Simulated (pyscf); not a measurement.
Elementary routes open to HO–SiH(Cl)–Cl + hydrogen chloride (HCl) in the gas phase (singlet surface):
A. HO–Si(Cl)(Cl)–Cl + hydrogen (H₂) (H–Si, Cl–H broken; Cl–Si, H–H formed)
B. trichlorosilane (Cl–SiH(Cl)–Cl) + water (H₂O) (Cl–H, O–Si broken; Cl–Si, H–O formed)

Structures and frequencies: ωB97X-D3(BJ)/def2-SVP in PySCF.

Q: Rank the routes by free-energy barrier at 1200 K, lowest first, for ωB97M-D3(BJ)/def2-TZVP energies (ideal gas, 1 atm, RRHO with modes under 100 cm⁻¹ raised to 100, one conformer, R ln 2 for chiral ones without a mode under 150 cm⁻¹).

A: B (2.82 eV), A (3.50 eV)

Route B is the fastest of these, ahead of the next by 0.67 eV. The most stable products are those of A (ΔG = -0.61 eV), whose barrier is 0.67 eV higher: the kinetic and the thermodynamic product differ. At 298 K B is still the fastest. Only these routes are compared; each barrier is that of the saddle found, and lower ones may exist.
